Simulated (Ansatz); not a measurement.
# P₄ (SMILES p12p3p1p23): one structure at several levels

The atoms stand at a frame of a short trajectory. How far do the functionals agree with CCSD(T) there?

Computed with Ansatz 0.2.0, Gaussian basis. Level: single points in def2-TZVPP.

Correlated methods freeze the cores.

### 1 Where the work starts

SMILES `p12p3p1p23`, 4 atoms, charge 0, spin multiplicity 1.

Atoms are counted from 1 here; the program's logs count them from 0.

Bond lengths: P1–P2 2.195 Å, P1–P3 2.185 Å, P1–P4 2.179 Å, P2–P4 2.188 Å, P3–P4 2.186 Å. Angles: P2–P1–P3 60.4°, P2–P1–P4 60.0°, P3–P1–P4 60.1°, P1–P2–P4 59.6°, P1–P3–P4 59.8°, P1–P4–P2 60.3°, P1–P4–P3 60.1°, P2–P4–P3 60.5°.

Coordinates:

```
P    -0.7282   -0.1000    1.1168
P     1.3046    0.1153    0.3178
P    -0.1914   -1.0957   -0.7521
P    -0.3850    1.0804   -0.6826
```

### 2 PBE-D4/def2-TZVPP

run/in.yaml reads:

```yaml
crystal:
  periodic: [false, false, false]
  atoms:
    - {symbol: P, position_ang: [-0.728221, -0.099993, 1.116833]}
    - {symbol: P, position_ang: [1.304636, 0.115296, 0.317829]}
    - {symbol: P, position_ang: [-0.191380, -1.095723, -0.752067]}
    - {symbol: P, position_ang: [-0.385036, 1.080429, -0.682604]}
basis:
  gaussian: {orbitals: def2-TZVPP}
hamiltonian: {xc: pbe, dispersion: d4}
output: {forces: true}
```

Started as:

```console
> ansatz run in.yaml --threads 2 --pin off --events-out ev --progress --plain --max-ram 3481MiB
```

### 3 r2SCAN-D4/def2-TZVPP

run/in.yaml, as its differences from that of step 2:

```diff
@@ -9,3 +9,3 @@
   gaussian: {orbitals: def2-TZVPP}
-hamiltonian: {xc: pbe, dispersion: d4}
+hamiltonian: {xc: r2scan, dispersion: d4}
 output: {forces: true}
```

### 4 PBE0-D4/def2-TZVPP

run/in.yaml, as its differences from that of step 3:

```diff
@@ -9,3 +9,3 @@
   gaussian: {orbitals: def2-TZVPP}
-hamiltonian: {xc: r2scan, dispersion: d4}
-output: {forces: true}
+hamiltonian: {xc: pbe0, dispersion: d4}
+output: {forces: true, orbitals: {seedname: orbitals}}
```

### 5 wB97M-V/def2-TZVPP

run/in.yaml, as its differences from that of step 4:

```diff
@@ -9,3 +9,3 @@
   gaussian: {orbitals: def2-TZVPP}
-hamiltonian: {xc: pbe0, dispersion: d4}
-output: {forces: true, orbitals: {seedname: orbitals}}
+hamiltonian: {xc: {name: wB97M-V}}
+output: {forces: true}
```

### 6 CCSD(T)/def2-TZVPP

run/in.yaml, as its differences from that of step 5:

```diff
@@ -9,3 +9,3 @@
   gaussian: {orbitals: def2-TZVPP}
-hamiltonian: {xc: {name: wB97M-V}}
+correlation: {method: ccsd_t}
 output: {forces: true}
```

(Steps that only read results are left out.)

**Question.** What will these runs give? Wanted: energy less free atoms, CCSD(T)/def2-TZVPP; RMS force component; RMS force error; HOMO and LUMO, PBE0-D4; T1 diagnostic.

**Answer**, as computed:

| quantity | value |
| --- | --- |
| energy less free atoms, CCSD(T)/def2-TZVPP | -11.329 eV |
| RMS force component | 0.101 to 0.302 eV/Å over the methods |
| RMS force error | PBE-D4 0.001, r2SCAN-D4 0.263, PBE0-D4 0.371, wB97M-V 0.356 eV/Å |
| HOMO and LUMO, PBE0-D4 | -7.60 and -0.77 eV |
| T1 diagnostic | 0.018 |

**Reading.** Against CCSD(T) the functionals' energies less atoms differ by -2.355 to -1.471 eV, PBE-D4 by -2.355 eV. CCSD(T) in triple zeta still lacks some correlation energy of the bonds, so part of these gaps is its own basis error and they don't rank the functionals. The forces of PBE-D4 come nearest to CCSD(T), those of PBE0-D4 are farthest. Frozen-core CCSD(T) forces in triple zeta carry basis errors of their own, and this is one geometry, so small gaps rank nothing.
